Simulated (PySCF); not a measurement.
# Assignment exercise: C5H7N

Geometry (Å), atoms numbered from 1 in this order:
```xyz
13

C     2.1288    0.2892    0.4254
C     1.2924   -0.2168   -0.4715
C    -0.1478   -0.3415   -0.2733
C    -0.9357   -0.9479   -1.1719
N    -0.6299    0.0935    0.9517
C    -1.6352    0.8291    1.0780
H     1.7767    0.6342    1.3828
H     3.1861    0.3620    0.2361
H     1.6513   -0.5676   -1.4295
H    -1.9912   -1.0723   -1.0009
H    -0.5289   -1.3896   -2.0640
H    -1.9742    1.0692    2.0761
H    -2.1967    1.2592    0.2431
```

[PySCF: structure optimised with GFN2-xTB; spin–spin couplings from B3LYP/pcJ-1 (spin–dipole term only in couplings to heteroatoms); shielding tensors at PBE0/pcSseg-1 (GIAO); non-relativistic Hamiltonian; in vacuum; single conformer]

Chemical shifts δ = σref − σ; $^{13}$C (σ = 186.93 ppm) and $^{1}$H (σ = 31.72 ppm) against TMS, all at this level.

Problem. Assign these signals to the numbered atoms. $^{13}$C{$^{1}$H} NMR (computed): δ 164.5 (C), 152.5 (CH2), 142.0 (CH), 124.6 (CH2), 101.9 (CH2).

Solution. 
| δ (ppm) | atoms | environment | reason |
| --- | --- | --- | --- |
| 164.5 | C3 | fully substituted alkene carbon | the olefinic region |
| 152.5 | C6 | C=N carbon | – |
| 142.0 | C2 | alkene CH | as expected for a trigonal carbon in a double bond |
| 124.6 | C1 | terminal =CH2 carbon | an sp2 carbon of a C=C bond |
| 101.9 | C4 | terminal =CH2 carbon | – |

Problem. Assign these signals to the numbered atoms. $^{1}$H NMR (600 MHz, computed): δ 7.75 (d, J = 17.9 Hz, 1H), 7.20 (d, J = 17.9 Hz, 1H), 6.53 (dd, J = 18.2, 11.9 Hz, 1H), 5.97 (d, J = 18.2 Hz, 1H), 5.57 (dt, J = 11.9, 1.3 Hz, 1H), 4.48 (d, J = 1.6 Hz, 1H), 4.33 (d, J = 1.0 Hz, 1H).

Solution. 
7.75 → H13, hydrogen on a C=N carbon
7.20 → H12, hydrogen on a C=N carbon
6.53 → H9, hydrogen on an alkene CH: olefinic region
5.97 → H7, hydrogen on a terminal =CH2 carbon: a vinylic proton, deshielded by the sp2 carbon and the C=C anisotropy
5.57 → H8, hydrogen on a terminal =CH2 carbon
4.48 → H10, hydrogen on a terminal =CH2 carbon
4.33 → H11, hydrogen on a terminal =CH2 carbon

Splittings below 1 Hz are ignored in the labels, and close J values are merged. Unscaled 3J(H,H) at this level run about 10 % above measured values. Shifts are as computed. Against solution values, carbons near 30 ppm lie about +3 ppm off and those near 130 ppm about +5 ppm. Of 1211 compounds with measured shifts, 218 miss one by over three times the rms of a fit or turn the order of signals round; such compounds aren't used in these exercises.
